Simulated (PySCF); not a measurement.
## An excited-state table with gaps

Compound: C3H8O2S.
Geometry (PBE0-D3(BJ)/def2-SVP, Å), atoms numbered from 1 in this order:
```
atom  x, y, z in Å
C1    -2.045   -0.154    0.071
C2    -0.613   -0.616    0.258
S3     0.495    0.697   -0.274
C4     2.131    0.028   -0.031
O5     0.305    0.884   -1.711
O6     0.332    1.820    0.648
H7    -2.238    0.076   -0.987
H8    -2.235    0.752    0.663
H9    -2.744   -0.939    0.393
H10   -0.373   -1.498   -0.356
H11   -0.371   -0.825    1.311
H12    2.288   -0.189    1.033
H13    2.261   -0.864   -0.657
H14    2.810    0.825   -0.361
```

Method: TDDFT CAM-B3LYP/def2-SVPD, vertical, gas phase, core orbitals frozen in the response (PySCF).

Orbital energies (eV): HOMO-3 -10.85, HOMO-2 -10.64, HOMO-1 -10.07, HOMO -9.76, LUMO 0.70, LUMO+1 1.45, LUMO+2 1.71.

Lowest singlets, with some entries withheld (?).

```json
{"state": "S1", "ν̃ (cm⁻¹)": "60960", "f": "0.016", "main configurations (H = HOMO, L = LUMO)": "H→L (86%)"}
{"state": "S2", "ν̃ (cm⁻¹)": "64160", "f": "0.014", "main configurations (H = HOMO, L = LUMO)": "H-1→L (84%)"}
{"state": "S3", "ν̃ (cm⁻¹)": "67440", "f": "0.0061", "main configurations (H = HOMO, L = LUMO)": "H-2→L (46%), H→L+1 (15%), H→L+2 (15%)"}
{"state": "S4", "ν̃ (cm⁻¹)": "67470", "f": "0.018", "main configurations (H = HOMO, L = LUMO)": "H→L+1 (44%), H-2→L (16%), H→L+8 (13%)"}
{"state": "S5", "ν̃ (cm⁻¹)": "69910", "f": "0.026", "main configurations (H = HOMO, L = LUMO)": "H-3→L (67%), H-1→L+2 (12%)"}
{"state": "S6", "ν̃ (cm⁻¹)": "?", "f": "0.0001", "main configurations (H = HOMO, L = LUMO)": "H→L+2 (61%)"}
{"state": "S7", "ν̃ (cm⁻¹)": "?", "f": "0.021", "main configurations (H = HOMO, L = LUMO)": "H-1→L+1 (61%), H→L+3 (9%)"}
{"state": "S8", "ν̃ (cm⁻¹)": "?", "f": "0.128", "main configurations (H = HOMO, L = LUMO)": "H→L+3 (71%)"}
{"state": "S9", "ν̃ (cm⁻¹)": "?", "f": "0.074", "main configurations (H = HOMO, L = LUMO)": "H→L+4 (57%), H→L+1 (14%)"}
{"state": "S10", "ν̃ (cm⁻¹)": "?", "f": "0.0004", "main configurations (H = HOMO, L = LUMO)": "H-1→L+3 (66%), H-1→L+4 (12%)"}
```

Q: Supply the missing values.

A: 
- S6: ν̃ = 70690 cm⁻¹
- S7: ν̃ = 71220 cm⁻¹
- S8: ν̃ = 71250 cm⁻¹
- S9: ν̃ = 72400 cm⁻¹
- S10: ν̃ = 72690 cm⁻¹

Q: How far apart are S1 and S3, in eV and cm⁻¹?

A: 8.361 − 7.559 = 0.802 eV, or about 6480 cm⁻¹.

Q: What is the mean static polarisability from the same response equations?

A: 64.8 au (9.60 Å³), with principal values 60.1, 61.1 and 73.2 au.

Q: Where do the lowest triplets lie (Tamm–Dancoff)?

A: T1 7.36 eV, H→L (76%); T2 7.61 eV, H-1→L (56%), H-1→L+8 (15%); T3 8.09 eV, H→L+1 (35%), H→L+4 (26%), H→L (9%); T4 8.13 eV, H-2→L (54%), H-2→L+8 (10%). E(S1) − E(T1) = +0.20 eV.

The vertical ionisation energy (ΔSCF) is 10.61 eV, 1.59 eV above S10.

One conformer stands for the species.
